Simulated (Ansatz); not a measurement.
A made-up structure of CH4NS (charge +1), singlet:

N1  (-0.622, 0.267, -0.606)
C2  (0.052, 0.319, 0.498)
S3  (1.273, -0.693, 1.046)
H4  (-0.473, -0.444, -1.311)
H5  (-1.338, 0.957, -0.800)
H6  (-0.193, 1.127, 1.184)
H7  (0.301, -0.466, -0.170)
(Å)

It is relaxed with PBE-D4/def2-SVP and then PBE0-D4/def2-TZVP (Ansatz 0.2.0). Atoms count as bonded within 1.22 times the sum of their covalent radii (H–H: 0.88 Å). The end point is not checked to be a true minimum.

**Question.** Does its bonding change? (A judgement: the text doesn't fix the answer.)

**Answer.** The calculation gives: Yes. Formed: none; broken: C2–H7.

Where it ends: The first stage lowers the energy by 5.02 eV in 11 steps. It ends as CH₄NS ([NH2][CH][SH]), total charge +1:
```xyz
7
angstrom
N -0.7754 0.4445 -0.6062
C -0.0761 0.4552 0.4831
S 1.1444 -0.5866 0.9738
H -0.6507 -0.2473 -1.3345
H -1.4864 1.1478 -0.7638
H -0.2955 1.2462 1.1979
H 1.1391 -1.3939 -0.1084
```

Labels in which every atom is bracketed show which atoms are joined, not bond orders.

For scale, one of the runs: PBE0-D4/def2-TZVP relaxation, 123 basis functions, launched by `ansatz run in.yaml --threads 2 --pin off --events-out ev --progress --plain --max-ram 4352MiB`. The run took about 14 s on 2 CPU threads of an Arm Neoverse V1 (shared host).
